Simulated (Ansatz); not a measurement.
Cost and result for the atomization energy of C2H3F3 (`FCC(F)F`) (8 atoms, 7 bonds).

Total charge 0; spin multiplicity 1. The structure was optimised at the PBE0-D4/def2-TZVP level. It is one conformer, not always the lowest. Program: Ansatz. Hardware: A = 2 threads of an AMD EPYC 7R13 on a shared host; B = 2 threads of an AMD EPYC 7R13 on a shared host and a share of an NVIDIA H100 80 GB. Times are those of one run each, without the atoms' runs, and a repeat can differ threefold. Electronic energies, without spin–orbit coupling; frozen cores. CCSD(T)/CBS extrapolates def2-TZVPP and def2-QZVPP, and its time is that of the two runs behind it. T1 = 0.011. B3LYP takes the VWN-RPA correlation (the form of Gaussian; ORCA's B3LYP/G).

CCSD(T)/CBS is a level of theory with its own doubt, some kJ/mol a heavy atom from the limit and from the frozen cores, so smaller differences don't rank the functionals.

```json
{"level": "PBE-D4/def2-TZVPP (with forces) [A]", "functions": "197", "wall time": "2.4 s"}
{"level": "PBE0-D4/def2-TZVPP [A]", "functions": "197", "wall time": "2.6 s"}
{"level": "B3LYP-D4/def2-TZVPP (with forces) [A]", "functions": "197", "wall time": "3.5 s"}
{"level": "r2SCAN-D4/def2-TZVPP (with forces) [A]", "functions": "197", "wall time": "4.2 s"}
{"level": "B2PLYP/def2-TZVPP [A]", "functions": "197", "wall time": "4.5 s"}
{"level": "ωB97X-V/def2-TZVPP [A]", "functions": "197", "wall time": "6.5 s"}
{"level": "ωB97M-V/def2-TZVPP (with forces) [A]", "functions": "197", "wall time": "8 s"}
{"level": "CCSD(T)/def2-TZVPP [B]", "functions": "197", "wall time": "29 s"}
{"level": "CCSD(T)/def2-QZVPP [B]", "functions": "375", "wall time": "39 s"}
{"level": "CCSD(T)/CBS(def2)", "functions": "–", "wall time": "68 s"}
```

What atomization energy does each give, and how far from CCSD(T)/CBS? (Best estimate.)

Ansatz gave: 
| level | atomization (kJ/mol) | difference from CCSD(T)/CBS | per bond |
| --- | --- | --- | --- |
| PBE-D4/def2-TZVPP (with forces) [A] | 3209.2 | 114.6 | 16.4 |
| PBE0-D4/def2-TZVPP [A] | 3110.6 | 16.0 | 2.3 |
| B3LYP-D4/def2-TZVPP (with forces) [A] | 3084.8 | -9.8 | -1.4 |
| r2SCAN-D4/def2-TZVPP (with forces) [A] | 3110.1 | 15.5 | 2.2 |
| B2PLYP/def2-TZVPP [A] | 3064.8 | -29.8 | -4.3 |
| ωB97X-V/def2-TZVPP [A] | 3106.4 | 11.8 | 1.7 |
| ωB97M-V/def2-TZVPP (with forces) [A] | 3106.7 | 12.1 | 1.7 |
| CCSD(T)/def2-TZVPP [B] | 3015.4 | -79.2 | -11.3 |
| CCSD(T)/def2-QZVPP [B] | 3062.2 | -32.4 | -4.6 |
| CCSD(T)/CBS(def2) | 3094.6 | 0.0 | 0.0 |

From PBE to PBE0 (25 % exact exchange), in def2-TZVPP and without D4, the atomization energy moves by −96.8 kJ/mol: exact exchange takes away binding that semilocal exchange gives to molecules. In def2-TZVPP, CCSD(T) changes the Hartree–Fock value by +822.9 kJ/mol (the triples alone add +53.2 kJ/mol) and MP2 by +921.2 kJ/mol; breaking electron pairs costs correlation energy, which Hartree–Fock lacks. The D4 term adds +16.1 kJ/mol with B3LYP and +8.3 kJ/mol with PBE0; it sums over pairs of atoms, weighted by their polarisabilities, and B3LYP, whose exchange is more repulsive, gets the larger term.
